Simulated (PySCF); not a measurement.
## CCl⁺ at PBE

Computed with PBE; PySCF, no relativity, basis sets C def2-TZVPPD, Cl def2-TZVPPD.

```json
{
 "state": "¹Σ⁺ (singlet), closed shell",
 "bond length": "0.1555 nm",
 "harmonic wavenumber": "1136 cm⁻¹",
 "force constant": "6.79 mdyn/Å",
 "rotational constant Be": "0.7806 cm⁻¹",
 "anharmonicity ωexe": "6.05 cm⁻¹",
 "vibration–rotation constant αe": "0.00633 cm⁻¹",
 "well depth De to C⁺ + Cl": "7.37 eV",
 "dissociation energy D0": "7.30 eV",
 "HOMO–LUMO gap": "4.05 eV",
 "bond order (Mayer)": "1.95",
 "dipole moment (positive dipole points towards Cl; it is taken about the centre of mass and depends on that origin)": "0.21 D"
}
```

For an ion De counts to the pair picked by the measured ionisation energies or electron affinities, which need not be the lowest pair at this level.
